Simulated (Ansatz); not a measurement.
Ansatz (a quantum-chemistry and plane-wave program) input:
A basis named .json is the Basis Set Exchange file of that set.

Ansatz 0.2 input:
```yaml
crystal:
  periodic: [false, false, false]
  atoms:
    - {symbol: O, position_ang: [0.02020823, 1.01983024, 0.03651820]}
    - {symbol: H, position_ang: [-0.91858206, 1.34752059, 0.03195986]}
    - {symbol: Cl, position_ang: [0.04452448, -0.55918603, -0.01906502]}
basis:
  gaussian:
    orbitals: cc-pwCVTZ.json
total_charge: 1
magnetization: {spin_polarized: true, initial_magnetization: 1}
correlation: {method: ccsd_t, frozen_orbitals: {Cl: 1, H: 0, O: 0}}
```

Task: Predict the final energy.

Result: -535.33191 Eh (CCSD(T,core; 1s of Na to Cl frozen)/cc-pwCVTZ).
